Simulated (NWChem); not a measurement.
All runs are NWChem calculations. System: Al, charge 0, spin multiplicity 2. Its SCF solution wasn't tested for a lower state. Level: UMP2/def2-TZVP, 5 core orbitals frozen.

Part of the output:

```
             Northwest Computational Chemistry Package (NWChem) 7.3.0
             --------------------------------------------------------

                                NWChem Input Module
                                -------------------

 Scaling coordinates for geometry "geometry" by  1.889725989
 (inverse scale =  0.529177249)

                             Geometry "geometry" -> ""
                             -------------------------

 Output coordinates in angstroms (scale by  1.889725989 to convert to a.u.)

  No.       Tag          Charge          X              Y              Z
 ---- ---------------- ---------- -------------- -------------- --------------
    1 Al                  13.0000     0.00000000     0.00000000     0.00000000

 Effective nuclear repulsion energy (a.u.)       0.0000000000

            Nuclear Dipole moment (a.u.)
            ----------------------------
        X                 Y               Z
 ---------------- ---------------- ----------------
     0.0000000000     0.0000000000     0.0000000000

      Symmetry information
      --------------------

 Group name             D2h
 Group number             26
 Group order               8
 No. of unique centers     1

      Symmetry unique atoms

     1


 Summary of "ao basis" -> "" (spherical)
 ------------------------------------------------------------------------------
       Tag                 Description            Shells   Functions and Types
 ---------------- ------------------------------  ------  ---------------------
 *                         def2-tzvp                  on all atoms

 Summary of "ao basis" -> "ao basis" (spherical)
 ------------------------------------------------------------------------------
       Tag                 Description            Shells   Functions and Types
 ---------------- ------------------------------  ------  ---------------------
 Al                        def2-tzvp                13       37   5s5p2d1f

                                 NWChem SCF Module
                                 -----------------

  ao basis        = "ao basis"
  functions       =    37
  atoms           =     1
  alpha electrons =     7
  beta  electrons =     6
  charge          =   0.00
  wavefunction    = UHF
  use symmetry    = T
  symmetry adapt  = T

 Summary of "ao basis" -> "ao basis" (spherical)
 ------------------------------------------------------------------------------
       Tag                 Description            Shells   Functions and Types
 ---------------- ------------------------------  ------  ---------------------
 Al                        def2-tzvp                13       37   5s5p2d1f

      Symmetry analysis of basis
      --------------------------

        ag          9
        au          1
        b1g         2
        b1u         7
        b2g         2
        b2u         7
        b3g         2
        b3u         7

 Forming initial guess at       0.1s

   Symmetry analysis of molecular orbitals - initial alpha
   -------------------------------------------------------

  Numbering of irreducible representations:

     1 ag          2 au          3 b1g         4 b1u         5 b2g
     6 b2u         7 b3g         8 b3u

  Orbital symmetries:

     1 ag          2 ag          3 b1u         4 b2u         5 b3u
     6 ag          7 b3u         8 b2u         9 b1u        10 ag
    11 b2g        12 b1g        13 ag         14 ag         15 b3g
    16 b3u        17 b1u

   Symmetry analysis of molecular orbitals - initial beta
   ------------------------------------------------------

  Numbering of irreducible representations:

     1 ag          2 au          3 b1g         4 b1u         5 b2g
     6 b2u         7 b3g         8 b3u

  Orbital symmetries:

     1 ag          2 ag          3 b1u         4 b2u         5 b3u
     6 ag          7 b1u         8 b2u         9 b3u        10 ag
    11 ag         12 b3g        13 b2g        14 b1g        15 ag
    16 b1u        17 b2u

 Starting SCF solution at       0.1s

 ----------------------------------------------
         Quadratically convergent UHF

 Convergence threshold     :          1.000E-07
 Maximum no. of iterations :          100
[...]
   Bfn.  Coefficient  Atom+Function         Bfn.  Coefficient  Atom+Function
  ----- ------------  ---------------      ----- ------------  ---------------
    19      0.816938  1 Al py                16      0.255395  1 Al py

 Vector    8  Occ=0.000000D+00  E= 3.302493D-02  Symmetry=b1u
              MO Center= -1.6D-32,  2.3D-17, -1.2D-15, r^2= 4.9D+00
   Bfn.  Coefficient  Atom+Function         Bfn.  Coefficient  Atom+Function
  ----- ------------  ---------------      ----- ------------  ---------------
    20      0.816938  1 Al pz                17      0.255395  1 Al pz

 Vector    9  Occ=0.000000D+00  E= 7.159478D-02  Symmetry=b3u
              MO Center= -4.2D-17, -1.5D-34,  4.4D-35, r^2= 5.1D+00
   Bfn.  Coefficient  Atom+Function         Bfn.  Coefficient  Atom+Function
  ----- ------------  ---------------      ----- ------------  ---------------
    18      0.863189  1 Al px                15      0.191692  1 Al px

 center of mass
 --------------
 x =   0.00000000 y =   0.00000000 z =   0.00000000

 moments of inertia (a.u.)
 ------------------
           0.000000000000           0.000000000000           0.000000000000
           0.000000000000           0.000000000000           0.000000000000
           0.000000000000           0.000000000000           0.000000000000

  Mulliken analysis of the total density
  --------------------------------------

    Atom       Charge   Shell Charges
 -----------   ------   -------------------------------------------------------
    1 Al  13    13.00   2.00  0.66  1.31  1.18  0.84  2.90  2.28  0.81  0.43  0.57  0.00  0.01  0.00

  Mulliken analysis of the alpha density
  --------------------------------------

    Atom       Charge   Shell Charges
 -----------   ------   -------------------------------------------------------
    1 Al  13     7.00   1.00  0.33  0.66  0.58  0.43  1.46  1.14  0.41  0.43  0.57  0.00  0.00  0.00

   Mulliken analysis of the beta density
   -------------------------------------

    Atom       Charge   Shell Charges
 -----------   ------   -------------------------------------------------------
    1 Al  13     6.00   1.00  0.33  0.66  0.60  0.41  1.44  1.14  0.41  0.01 -0.00  0.00  0.00  0.00

   Mulliken analysis of the spin density
   -------------------------------------

    Atom       Charge   Shell Charges
 -----------   ------   -------------------------------------------------------
    1 Al  13     1.00  -0.00  0.00 -0.00 -0.02  0.02  0.02 -0.00 -0.00  0.42  0.57 -0.00  0.00  0.00

       Multipole analysis of the density wrt the origin
       ------------------------------------------------

     L   x y z        total         alpha         beta         nuclear
     -   - - -        -----         -----         ----         -------
     0   0 0 0     -0.000000     -7.000000     -6.000000     13.000000

     1   1 0 0     -0.000000      0.000000     -0.000000      0.000000
     1   0 1 0      0.000000      0.000000      0.000000      0.000000
     1   0 0 1     -0.000000     -0.000000      0.000000      0.000000

     2   2 0 0    -14.720341    -11.828833     -2.891508      0.000000
     2   1 1 0      0.000000      0.000000      0.000000      0.000000
     2   1 0 1      0.000000      0.000000      0.000000      0.000000
     2   0 2 0     -9.132024     -5.732821     -3.399203      0.000000
     2   0 1 1      0.000000      0.000000     -0.000000      0.000000
     2   0 0 2     -9.132024     -5.732821     -3.399203      0.000000

                   NWChem MP2 Semi-direct Energy/Gradient Module
                   ---------------------------------------------

  Basis functions       =     37
  Molecular orbitals    =     37
  Frozen core           =      5
  Frozen virtuals       =      0
  Active alpha occupied =      2
  Active beta occupied  =      1
  Active alpha virtual  =     30
  Active beta virtual   =     31
  Use MO symmetry       = T
  Use skeleton AO sym   = T

  AO/Fock/Back tols     =   1.0D-09  1.0D-09  1.0D-09

 GA uses MA = F    GA memory limited = T

 Available:
  local mem=  1.26D+08
 global mem=  1.44D+08
 local disk=  0.00D+00
  mp2_memr nvloc                    30
  nvloc new                    30
   1 passes of   2:        3145728                       5791                    145809.
   1 passes of   2: M    126153457           G      144176462           F     123007729.

 Semi-direct pass number   1 of   1  for UHF alpha       at        0.5s
  vrange nnbf                   703
  mp2_eaftype                    10  avail_ma_in_mb                  1099
 EAF : mp2_eaftype filesize          10      72904.
  mp2_eaf for mointskh                     10
Node 0 wrote      0.3 Mb in      0.0 s     Agg I/O rate:   257.2 Mb/s
 Done moints_semi at        0.9s
  mp2_eaftype                    10  avail_ma_in_mb                  1089
 EAF : mp2_eaftype filesize          10      72904.
  mp2_eaf for kh                    10
 Done maket at        0.9s
 Done multipass loop at        0.9s

 GA uses MA = F    GA memory limited = T

 Available:
  local mem=  1.26D+08
 global mem=  1.44D+08
 local disk=  0.00D+00
  mp2_memr nvloc                    31
  nvloc new                    31
   1 passes of   1:        3145728                       4342                     76493.
   1 passes of   1: M    126153457           G      144176462           F     123007729.

 Semi-direct pass number   1 of   1  for UHF beta        at        0.9s
  vrange nnbf                   703
  mp2_eaftype                    10  avail_ma_in_mb                  1099
 EAF : mp2_eaftype filesize          10      38247.
  mp2_eaf for mointskh                     10
Node 0 wrote      0.2 Mb in      0.0 s     Agg I/O rate:   384.0 Mb/s
 Done moints_semi at        1.3s
  mp2_eaftype                    10  avail_ma_in_mb                  1089
 EAF : mp2_eaftype filesize          10      38247.
  mp2_eaf for kh                    10
 Done maket at        1.3s
 Done multipass loop at        1.3s

          -------------------------------------------
          SCF energy                -241.874349329970
          Correlation energy          -0.034987012299
          Singlet pairs                0.000000000000
          Triplet pairs                0.000000000000
          Total MP2 energy          -241.909336342269
          -------------------------------------------

          ---------------------------------------------------
                    Spin Component Scaled (SCS) MP2
          Same spin pairs                     -0.002452230489
          Same spin scaling factor             0.333333333333
          Opposite spin pairs                 -0.032534781810
          Opposite spin scaling fact.          1.200000000000
          SCS-MP2 correlation energy          -0.039859148335
          Total SCS-MP2 energy              -241.914208478305
          ---------------------------------------------------

 -----------------------
 Performance information
 -----------------------

 Timer overhead =  2.20D-07 seconds/call

               Nr. of calls         CPU time (s)                 Wall time (s)                GFlops
             ---------------    -------------------     ------------------------------   -------------------
Name         Min   Avg   Max    Min     Avg     Max     Min     Avg     Max   Mx/calls   Min     Max     Sum
mp2: moin     2     2     2   0.81    0.81    0.81     0.81    0.81    0.81    0.40      0.0     0.0     0.0
mp2: make     2     2     2   6.11E-3 6.11E-3 6.11E-3  6.11E-3 6.11E-3 6.11E-3 3.06E-3   0.0     0.0     0.0
mp2: tota     1     1     1   0.90    0.90    0.90     0.90    0.90    0.90    0.90      0.0     0.0     0.0

 The average no. of pstat calls per process was 5.00D+00
 with a timing overhead of 1.10D-06s

 Task  times  cpu:        1.3s     wall:        1.3s

 Total times  cpu:        1.4s     wall:        1.4s
```

### Question
Write an NWChem input that would produce this output.

### Answer
This is not unique; one that fits is 
```
start mol
memory heap 200 mb stack 900 mb global 1100 mb
geometry units angstroms nocenter noautoz
  Al     0.000000     0.000000     0.000000
  symmetry group D2h
end
basis spherical
  * library def2-tzvp
end
scf
  uhf
  nopen 1
  maxiter 100
  thresh 1e-7
  semidirect memsize 60000000 filesize 0
  # guess.movecs holds the orbitals of an unrestricted PBE0 run
  vectors input guess.movecs output mol.movecs
end
mp2
  freeze core 5
end
task mp2 energy
```
